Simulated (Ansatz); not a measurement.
Basis sets compared for Si(CN)H3 (CH₃NSi). Charge 0, multiplicity 1. Geometry PBE0-D4/def2-TZVP. Ansatz on 4 threads of Intel Xeon on a shared host; times are rough, and most runs start from earlier orbitals.

Cartesian coordinates in Å:
```
Si -0.343 0.238 0.411
C 0.741 -0.513 -0.884
N 1.412 -0.982 -1.695
H -1.696 0.375 -0.168
H 0.230 1.556 0.761
H -0.344 -0.675 1.574
```

Binding counts from free atoms (Si triplet, C triplet, N quartet, H doublet) in the same basis, without a counterpoise term.

```tsv
level	functions	energy (Eh)	HOMO (eV)	LUMO (eV)	binding per atom (eV)	wall time
PBE-D4/def2-SVP	61	-383.6993	-8.38	-1.36	3.91	0.5 s
PBE-D4/def2-TZVP	117	-383.9116	-8.53	-1.61	3.91	0.75 s
r2SCAN-D4/def2-TZVP (with forces)	117	-384.0951	-8.83	-1.39	3.81	1.5 s
PBE0-D4/def2-SVP	61	-383.7309	-9.80	-0.40	3.80	0.46 s
PBE0-D4/def2-TZVP	117	-383.9413	-9.86	-0.62	3.81	0.75 s
```

Estimate the rows for PBE-D4/def2-TZVPD, r2SCAN-D4/def2-TZVPD, PBE0-D4/def2-TZVPD.


```csv
level,functions,energy (Eh),HOMO (eV),LUMO (eV),binding per atom (eV),wall time
PBE-D4/def2-TZVPD,144,-383.9122,-8.55,-1.66,3.91,0.96 s
r2SCAN-D4/def2-TZVPD,144,-384.0955,-8.84,-1.42,3.81,1.8 s
PBE0-D4/def2-TZVPD,144,-383.9418,-9.87,-0.68,3.81,1 s
```
